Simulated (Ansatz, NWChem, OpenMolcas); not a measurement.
How basis sets differ on SiNH4F (SMILES N[SiH2]F)

SiNH4F has 7 atoms, charge 0, and is taken as a singlet. SMILES: `N[SiH2]F`. Geometry: relaxed at PBE0-D4/def2-TZVP. This is one conformer, not always the lowest.

Quantity: the HOMO–LUMO gap, in eV. The values are calculated.

```tsv
level	kind	program	value (eV)	CPU time
HF/ANO-R0 (sfX2C)	Hartree–Fock	OpenMolcas	16.26	1.9 s
HF/ANO-RCC-MB (DKH2)	Hartree–Fock	OpenMolcas	19.87	3.5 s
HF/ANO-S-MB	Hartree–Fock	OpenMolcas	19.56	1.2 s
HF/STO-3G	Hartree–Fock	OpenMolcas	22.21	1.2 s
HF/3-21G	Hartree–Fock	NWChem	17.11	2.2 s
HF/def2-SVP	Hartree–Fock	Ansatz	16.21	1.4 s
HF/aug-cc-pVDZ	Hartree–Fock	OpenMolcas	12.71	12 s
```

The values span 12.71 to 22.21 eV. A Hartree–Fock LUMO above zero doesn't converge with the basis: it sinks as sets grow more diffuse. Orbital gaps aren't excitation energies. Times are those of the runs behind each value, whatever else they computed, on shared processors of several kinds: orders of magnitude only.
